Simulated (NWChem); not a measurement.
**SF4 (sulfur tetrafluoride) at 4 levels**

We compute a comparison of 4 runs (HF/cc-pVDZ, HF/cc-pCVDZ, HF/cc-pVTZ, PBE/jorge-DZP) of SF4 (sulfur tetrafluoride). 

The results are computed with NWChem 7.3.0.

1 further run of the same task is left out (it didn't finish).

### Step 1. Starting point

The species is SF4 (5 atoms), meant as a singlet with charge 0. As SMILES, `FS(F)(F)F`. The coordinates come from a PBE0-D4/def2-TZVP relaxation.

Bond lengths: F1–S2 1.553 Å, S2–F3 1.649 Å, S2–F4 1.649 Å, S2–F5 1.553 Å. Angles: F1–S2–F3 87.6°, F1–S2–F4 87.6°, F1–S2–F5 101.3°, F3–S2–F4 172.5°, F3–S2–F5 87.6°, F4–S2–F5 87.6°.

### Step 2. Energy and gradient at HF/cc-pVDZ (run 1)

The input, sp.nw:

```
start sp
memory 2200 mb
charge 0

geometry noautosym nocenter noautoz
 F    -0.561200   -0.228000    1.172800
 S     0.064000   -0.357400   -0.243000
 F     1.536700   -0.462000    0.491400
 F    -1.440100   -0.077300   -0.858200
 F     0.400600    1.124600   -0.563100
end

basis spherical bse
 * library cc-pVDZ
end

scf
 thresh 1e-08
 maxiter 80
 print low
end

task scf gradient
```

The run is started by

```sh
$ nwchem sp.nw > sp.out
```

What it wrote:

```text
[...]
  functions       =    74
[...]
  wavefunction    = RHF
[...]
         Total SCF energy =   -795.158748543708
      One-electron energy =  -1699.053808367144
      Two-electron energy =    605.175999245984
 Nuclear repulsion energy =    298.719060577453
        Time for solution =     21.3s
[...]
                         RHF ENERGY GRADIENTS
    atom               coordinates                        gradient
                 x          y          z           x          y          z
   1 F      -1.060514  -0.430858   2.216271    0.001774  -0.000331  -0.004024
   2 S       0.120942  -0.675388  -0.459203   -0.001566   0.008854   0.006037
   3 F       2.903942  -0.873053   0.928611   -0.001618  -0.001903  -0.002388
   4 F      -2.721394  -0.146076  -1.621763    0.002389  -0.002412  -0.000566
   5 F       0.757024   2.125186  -1.064105   -0.000979  -0.004208   0.000941
 Task  times  cpu:       26.2s     wall:       26.2s
 Total times  cpu:       26.2s     wall:       26.2s
```

Wall time 27 s (1 thread of Intel Xeon Platinum 8488C (Sapphire Rapids), shared host); peak memory 0.1 GiB.

### Step 3. Energy and forces at HF/cc-pCVDZ (run 2)

The input, work.nw:

```
start work
memory total 2200 mb
charge 0
geometry units angstroms noautosym nocenter noautoz
  F       -0.561200      -0.228000       1.172800
  S        0.064000      -0.357400      -0.243000
  F        1.536700      -0.462000       0.491400
  F       -1.440100      -0.077300      -0.858200
  F        0.400600       1.124600      -0.563100
end
basis spherical bse
  * library cc-pCVDZ
end
scf
  thresh 1e-08
  maxiter 80
  print low
end
task scf gradient
```

The run is started by

```sh
$ nwchem work.nw > work.out
```

What it wrote:

```text
[...]
  functions       =    99
[...]
  wavefunction    = RHF
[...]
         Total SCF energy =   -795.165653418605
      One-electron energy =  -1699.096399319212
      Two-electron energy =    605.211685323155
 Nuclear repulsion energy =    298.719060577453
        Time for solution =     32.2s
[...]
                         RHF ENERGY GRADIENTS
    atom               coordinates                        gradient
                 x          y          z           x          y          z
   1 F      -1.060514  -0.430858   2.216271    0.000937  -0.000054  -0.002098
   2 S       0.120942  -0.675388  -0.459203   -0.001030   0.005857   0.003999
   3 F       2.903942  -0.873053   0.928611    0.000350  -0.001829  -0.001239
   4 F      -2.721394  -0.146076  -1.621763    0.000301  -0.001814  -0.001257
   5 F       0.757024   2.125186  -1.064105   -0.000558  -0.002161   0.000595
 Task  times  cpu:       38.9s     wall:       38.9s
 Total times  cpu:       39.0s     wall:       39.0s
```

Run time: 40 s. Hardware: 1 thread of Intel Xeon Platinum 8488C (Sapphire Rapids), shared host; peak memory 0.1 GiB.

Run 3 isn't shown in full; the table further down has it.

### Step 4. A single-point energy at PBE/jorge-DZP (run 4)

The input, f4s.nw:

```
start f4s
title "F4S energy"
memory stack 880 mb heap 220 mb global 1100 mb
geometry units angstroms noautosym nocenter noautoz
   F    -0.561200   -0.228000    1.172800
   S     0.064000   -0.357400   -0.243000
   F     1.536700   -0.462000    0.491400
   F    -1.440100   -0.077300   -0.858200
   F     0.400600    1.124600   -0.563100
end
basis spherical bse
   * library jorge-DZP
end
dft
   xc xpbe96 cpbe96
   grid fine
   convergence energy 1e-08
   maxiter 100
   mulliken
   noprint "final vectors analysis"
end
task dft energy
```

The run is started by

```sh
$ nwchem f4s.nw > f4s.out
```

What it wrote:

```text
[...]
          Wavefunction type:  closed shell.
          No. of atoms     :     5
          No. of electrons :    52
[...]
          Charge           :     0
          Spin multiplicity:     1
[...]
          AO basis - number of functions:    84
[...]
              XC Information
              --------------
          PerdewBurkeErnzerhof Exchange Functional  1.000
            Perdew 1991 LDA Correlation Functional  1.000 local
           PerdewBurkeErnz. Correlation Functional  1.000 non-local
[...]
 d= 0,ls=0.0,diis     1   -796.7823289591 -1.10D+03  3.41D-02  4.81D+00     1.4
[...]
 d= 0,ls=0.0,diis    12   -797.0434830998 -9.73D-11  6.62D-08  6.45D-11    11.8
         Total DFT energy =     -797.043483099781
      One electron energy =    -1699.980813512160
           Coulomb energy =      671.308169296984
    Exchange-Corr. energy =      -67.089899462058
 Nuclear repulsion energy =      298.719060577453
[...]
      Total Density - Mulliken Population Analysis
     ---------------------------------------------
    Atom       Charge   Shell Charges
 -----------   ------   -------------------------------------------------------
    1 F    9     9.17   0.95  1.02  0.90  1.05  3.98  1.26  0.01
    2 S   16    15.07   0.32  0.74  0.76  0.16  2.00  1.30  0.54  5.67  0.59  1.85  0.48  0.67
    3 F    9     9.29   0.95  1.02  0.89  1.07  3.97  1.38  0.00
    4 F    9     9.29   0.95  1.02  0.89  1.07  3.97  1.38  0.00
    5 F    9     9.17   0.95  1.02  0.90  1.05  3.98  1.26  0.01
[...]
```

It took 13 s on 1 thread of Intel Xeon Platinum 8488C (Sapphire Rapids), shared host; peak memory 0.11 GiB.

### Step 5. All runs side by side

```
run          level      task  iteration cap  energy (Eh)  largest force (eV/Å)  wall time
  1     HF/cc-pVDZ  gradient             80  -795.158749                 0.557       27 s
  2    HF/cc-pCVDZ  gradient             80  -795.165653                 0.369       40 s
  3     HF/cc-pVTZ  gradient             80  -795.360997                 1.797    2.3 min
  4  PBE/jorge-DZP    energy            100  -797.043483                     –       13 s
```

### Step 6. What came out

| quantity | value |
| --- | --- |
| run 4: total energy | -797.04348 Eh |
| run 4: dipole moment | 0.69 D |

All runs together took 3.6 min, the longest 2.3 min.
